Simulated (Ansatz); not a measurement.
A made-up structure of CHOS, doublet:

O1  (-1.753, -0.317, -0.360)
C2  (1.096, -1.026, 0.512)
S3  (-0.123, 0.099, -0.054)
H4  (0.384, 1.350, -0.221)
(Å)

It is relaxed with PBE-D4/def2-SVP and then PBE0-D4/def2-TZVP (Ansatz 0.2.0). Atoms count as bonded within 1.22 times the sum of their covalent radii (H–H: 0.88 Å). The end point is not checked to be a true minimum.

(1) Does its bonding change? (A judgement: the text doesn't fix the answer.)

Answers

(1) By the calculation: No: no bond forms or breaks.

Where it ends: The first stage lowers the energy by 1.02 eV in 7 steps. It ends as CHOS ([C][SH][O]):
```xyz
4
angstrom
O -1.5871 -0.1583 -0.3567
C 1.0831 -0.9064 0.4809
S -0.1718 -0.0494 -0.0312
H 0.2800 1.2207 -0.2162
```

Labels in which every atom is bracketed show which atoms are joined, not bond orders.

For scale, one of the runs: PBE0-D4/def2-TZVP relaxation, 105 basis functions, launched by `ansatz run in.yaml --threads 2 --pin off --events-out ev --progress --plain --max-ram 4352MiB`. The run took about 14 s on 2 CPU threads of an Arm Neoverse V1 (shared host).
